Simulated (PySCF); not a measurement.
Molecule: Furan, C4H4O.

Numbering as in the mapped SMILES `[cH:1]1[cH:2][cH:3][o:4][cH:5]1`. Hydrogens are named by the atom that carries them.

Geometry PBE0-D3(BJ)/def2-SVP throughout; GIAO in PySCF 2.14.0 with density-fitted response routines, gas phase, one conformer, non-relativistic; equivalent atoms averaged; basis pcSseg-2.

Task: How do the absolute shieldings σ depend on the functional? (ppm; last column core-seconds on shared hosts with different chips, so compare them loosely; the GGAs took longer than the global hybrids here, which isn't the general rule, and the cause wasn't traced)

Result: 
```csv
functional,kind,C3/C5,C1/C2,O4,H(C3)/H(C5),H(C1)/H(C2),core-s
HF,Hartree–Fock,39.3,74.1,59.9,24.06,25.04,11
LDA,LDA,27.8,59.0,10.5,23.27,24.09,26
PBE,GGA,32.1,63.0,15.7,23.67,24.59,32
BLYP,GGA,27.1,58.5,13.3,23.89,24.84,33
BP86,GGA,32.1,62.9,16.8,23.74,24.67,32
OPBE,GGA,42.4,71.9,28.0,23.66,24.61,31
KT2,GGA,42.0,73.8,28.3,23.63,24.67,33
KT3,GGA,42.7,73.7,31.8,23.82,24.87,31
B97-D,GGA,35.5,66.0,25.6,23.91,24.88,30
B3LYP,global hybrid,28.7,60.7,19.9,23.86,24.79,21
PBE0,global hybrid,33.9,65.7,23.9,23.68,24.60,23
mPW1PW91,global hybrid,33.1,64.8,23.4,23.74,24.66,24
WP04,global hybrid,21.2,52.3,22.0,24.27,25.21,20
B97-2,global hybrid,36.2,67.5,28.5,23.83,24.77,20
BHandHLYP,global hybrid,31.5,64.7,32.4,23.87,24.80,19
CAM-B3LYP,range-separated hybrid,28.4,61.4,26.2,23.76,24.66,26
wB97X-D,range-separated hybrid,32.3,64.3,27.0,23.79,24.69,17
LC-wPBE,range-separated hybrid,31.2,64.2,35.1,23.74,24.60,31
```

Task: Which nucleus moves most, in ppm?

Result: O4 (aromatic ring oxygen): from 10.5 ppm with LDA to 59.9 ppm with HF. The smallest spread is 1.01 ppm, at H(C3)/H(C5). Proton shifts span only some 12 ppm, so a few tenths of a ppm matter as much there as several ppm in carbon.
